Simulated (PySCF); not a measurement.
C3H6N (charge +1).
SMILES: `CC#[N+]C`

Jobs on this species (10 atoms, 30 electrons) with PySCF (density fitting). Hardware of each: an Arm Neoverse V1 with one thread, no GPU, on a shared host. Other jobs ran on the host; a repeat could differ by tens of per cent or more. Peak memory is the resident size of the whole Python process, interpreter and libraries included.

```
                                                             level and settings                                                                                                              work  basis functions  SCF cycles  wall time  peak memory
                                                                  PBE0/pcSseg-1                                        shieldings, charges and field gradients, density and orbital grids written               98           ?          ?            ?
                                                                   PBE/pcSseg-2                                                                                                        shieldings              228           ?          ?            ?
delta-SCF UKS SCAN, pcX-2 on the ionised atom, pcseg-1 elsewhere, spin-free X2C                                                                                     ΔSCF core ionisation, 4 holes              117           ?          ?            ?
                                             PBE0-D3(BJ)/def2-SVP, grid level 1                                                      geometry optimisation from a GFN2-xTB start shaken at random               86          39       11 s     0.33 GiB
                                                                    B3LYP/pcJ-1                                      spin–spin couplings from 10 perturbed nuclei, spin–dipole term for 1 of them              168          13       10 s     0.71 GiB
                                                            CAM-B3LYP/def2-SVPD  10 singlets by full TDDFT, 4 Tamm–Dancoff triplets, polarisability, ΔSCF ions, density and orbital grids written              128          12       27 s     0.55 GiB
```

Q: Fill in the missing figures.

A: 
- PBE0/pcSseg-1; shieldings, charges and field gradients, density and orbital grids written: 7.2 s, 0.44 GiB, 13 SCF cycles
- PBE/pcSseg-2; shieldings: 23 s, 0.69 GiB, 14 SCF cycles
- delta-SCF UKS SCAN, pcX-2 on the ionised atom, pcseg-1 elsewhere, spin-free X2C; ΔSCF core ionisation, 4 holes: 21 s, 0.46 GiB, 71 SCF cycles

Q: What do all jobs in the table cost together?

A: About 99 s; the longest takes about 27 % of that, and about 3.8 times as long as the shortest.
